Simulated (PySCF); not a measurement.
HN, multiplicity 3. Atoms are numbered in the order given.

```xyz
2

N      0.0000     0.0000    -0.1299
H      0.0000     0.0000     0.9093
```
Charge 0, spin multiplicity 3.

Geometry: PBE0-D3(BJ)/def2-TZVPD.

Method: B3LYP/def2-TZVPD run with PySCF.

Mulliken values depend strongly on the basis, most of all with diffuse functions as here. ESP charges are fitted to the potential on shells at 1.4 to 2.0 van der Waals radii. Atomic charges (e):

| atom | ESP fit | Mulliken | Mulliken spin |
|---|---|---|---|
| N1 | -0.29 | -0.19 | 2.02 |
| H2 | 0.29 | 0.19 | -0.02 |
